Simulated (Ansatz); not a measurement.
A run of Ansatz (development build ahead of 0.2.0) on doublet O₂(+) at this shape:

```xyz
2

O     0.0000    0.0000   -0.5052
O     0.0000    0.0000    0.5052
```

Its results:

| Quantity | Value |
| --- | --- |
| Converged | yes |
| Reference energy | -149.17336 hartree |
| Correlation energy | -0.33484 hartree |
| Total energy | -149.50820 hartree |
| Spin squared of the determinant | 0.759 |

Task: Which input gives this output? Name the method, the orbitals and the basis set, and write the input.

Result: UHF-MP2 in cc-pVDZ.

```yaml
crystal:
  periodic: [false, false, false]
  atoms:
    - { symbol: O, position_ang: [0.0, 0.0, -0.50523] }
    - { symbol: O, position_ang: [0.0, 0.0, 0.50523] }
basis:
  gaussian: { orbitals: cc-pVDZ }
total_charge: 1
magnetization:
  spin_polarized: true
  initial_magnetization: 1
hamiltonian:
  xc: hf
correlation:
  method: mp2
  frozen_orbitals: { O: 1 }
```

Caution: MP2 on this radical cation hangs on the determinant chosen.
